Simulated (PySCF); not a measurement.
Gas-phase reaction: 3 SiCl3 + Si2H5 → 5 SiHCl + 2 Cl2

Computed with PySCF and rigid-rotor harmonic-oscillator thermochemistry at 1 bar. † marks an energy on the PBE0/def2-TZVP geometry and frequencies; other levels use their own. MP2 freezes the core. Open shells (unrestricted): SiCl3 (multiplicity 2), Si2H5 (multiplicity 2); the rest are closed-shell singlets. Si2H5, SiHCl: computed as isolated molecules; such fragments, hydroxides, amides, oligomers or adducts are transient or little studied in the gas. MP2 isn't extrapolated to the basis-set limit; its ΔH°(298 K) is 1131.9 kJ in def2-SVP and 1131.6 kJ in def2-TZVPP. The harmonic model lacks anharmonicity and excited electronic states, which grow with temperature; levels with a mode under 35 cm⁻¹ are left out. Internal rotation in Si2H5 is treated as a harmonic vibration of one conformer, which makes the entropy rough.

ΔH° and ΔS° at 298 K: BLYP/def2-TZVP† 908 kJ, 450 J/K; MP2/def2-SVP† 1132 kJ, 450 J/K; MP2/def2-TZVPP† 1132 kJ, 450 J/K; PBE0/def2-QZVP† 1097 kJ, 450 J/K; PBE0/def2-TZVP 1102 kJ, 450 J/K.

Task: With the heat capacities included, give log10 K (1 bar) at 500, 1200, 1600, 1800, 2000 K from BLYP/def2-TZVP†, MP2/def2-SVP†, MP2/def2-TZVPP†, PBE0/def2-QZVP†, PBE0/def2-TZVP.

Result: 
```json
[
 {"T (K)": "500", "BLYP/def2-TZVP†": "-71.4", "MP2/def2-SVP†": "-94.9", "MP2/def2-TZVPP†": "-94.8", "PBE0/def2-QZVP†": "-91.2", "PBE0/def2-TZVP": "-91.8"},
 {"T (K)": "1200", "BLYP/def2-TZVP†": "-16.9", "MP2/def2-SVP†": "-26.7", "MP2/def2-TZVPP†": "-26.7", "PBE0/def2-QZVP†": "-25.2", "PBE0/def2-TZVP": "-25.4"},
 {"T (K)": "1600", "BLYP/def2-TZVP†": "-7.4", "MP2/def2-SVP†": "-14.8", "MP2/def2-TZVPP†": "-14.7", "PBE0/def2-QZVP†": "-13.6", "PBE0/def2-TZVP": "-13.8"},
 {"T (K)": "1800", "BLYP/def2-TZVP†": "-4.3", "MP2/def2-SVP†": "-10.8", "MP2/def2-TZVPP†": "-10.8", "PBE0/def2-QZVP†": "-9.8", "PBE0/def2-TZVP": "-10.0"},
 {"T (K)": "2000", "BLYP/def2-TZVP†": "-1.8", "MP2/def2-SVP†": "-7.7", "MP2/def2-TZVPP†": "-7.7", "PBE0/def2-QZVP†": "-6.8", "PBE0/def2-TZVP": "-6.9"}
]
```
